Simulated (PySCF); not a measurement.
**`c1cocn1`, C3H3NO**

Cartesian coordinates in Å; atom numbers follow the order of the lines, from 1:
```xyz
8

C    -0.862   -0.538    0.246
C    -0.701    0.737   -0.196
O     0.626    0.941   -0.378
C     1.203   -0.222   -0.036
N     0.376   -1.137    0.342
H    -1.782   -1.062    0.501
H    -1.367    1.566   -0.418
H     2.288   -0.277   -0.111
```

Method: PySCF, GIAO B3LYP/6-31G* magnetisability, rotational g tensor and spin-rotation constants, non-relativistic, gas phase. Geometry: PBE0-D3(BJ)/def2-SVP.

Q: What are the magnetisability and the molar susceptibility?

A: Isotropic -650 × 10⁻³⁰ J/T², or -39.1 × 10⁻⁶ cm³/mol; principal values -1087, -443, -420 × 10⁻³⁰ J/T², anisotropy 656 × 10⁻³⁰ J/T² (root of half the summed squared differences of the principal values). The susceptibility is in cgs units.

Q: Split it along the inertial axes a, b, c into diamagnetic and paramagnetic parts about the centre of mass, with the quadrupole moment.

A: 
| axis | χ (10⁻⁶ cm³/mol) | diamagnetic (10⁻⁶ cm³/mol) | paramagnetic (10⁻⁶ cm³/mol) | summed x² of all electrons (Å²) | quadrupole Θ (D Å) |
| --- | --- | --- | --- | --- | --- |
| a | -25.9 | -173.3 | 147.4 | 34.3 | -5.11 |
| b | -26.1 | -171.2 | 145.2 | 34.8 | +7.75 |
| c | -65.4 | -293.0 | 227.5 | 6.1 | -2.64 |

Anisotropies 2χaa − χbb − χcc = +39.7 and 2χbb − χaa − χcc = +39.2 × 10⁻⁶ cm³/mol. Θ is traceless in Buckingham's convention.

Q: And the rotational g tensor?

A: 
| axis | rotational constant (GHz) | g | nuclear part | electronic part |
| --- | --- | --- | --- | --- |
| a | 10.1839 | -0.0938 | 0.6116 | -0.7054 |
| b | 9.7634 | -0.1239 | 0.5420 | -0.6658 |
| c | 4.9846 | +0.0433 | 0.5761 | -0.5328 |

Asymmetric top; isotopes 12C, 1H, 14N, 16O; no vibrational averaging.
